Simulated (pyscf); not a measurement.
This saddle point was located with ωB97X-D3(BJ)/def2-SVP in PySCF.

```xyz
12

C     -1.5189    -0.4468    -0.2401
Sn    -0.4145     0.9213    -1.4431
H     -1.1684    -0.2082     1.0177
H     -1.2648    -1.5050    -0.3952
H     -2.6076    -0.2947    -0.2510
H     -0.8102     2.5219    -0.9855
H      1.2593     0.6668    -1.1943
H     -0.7640     0.7184    -3.1072
C     -0.8210     0.0222     2.3124
H     -1.3677    -0.7251     2.9006
H     -1.1399     1.0537     2.5094
H      0.2681    -0.1110     2.3386
```
Charge 0, spin multiplicity 2.

Surface: doublet, charge 0. Lowest wavenumbers (cm⁻¹): 1831i, 26, 55, 79, 319.

### Question
Name the species on either side of this saddle.

### Answer
H₃C–SnH₃ (SMILES [CH3][SnH3]) + CH₃• (SMILES [CH3]) ⇌ •H₂C–SnH₃ (SMILES [CH2][SnH3]) + CH₄ (SMILES C), a hydrogen abstraction read from left to right: C–H broken and C–H formed. At ωB97M-D3(BJ)/def2-TZVP it lies +14.9 kcal/mol from the left side and +17.4 kcal/mol from the right (each side as separated species at their lowest minima found). The same reactants have a lower exit, to H₃C–SnH₂• + CH₄ (barrier +3.3 kcal/mol at ωB97M-D3(BJ)/def2-TZVP, against +14.9 kcal/mol here). •H₂C–SnH₃ lies 30.6 kcal/mol over its isomer H₃C–SnH₂• (electronic energy, ωB97M-D3(BJ)/def2-TZVP). This is the saddle that the search found; another between the same sides may lie lower. The angle at the transferred H is 179°. Elements past Kr carry the def2 core potentials, without spin-orbit coupling.
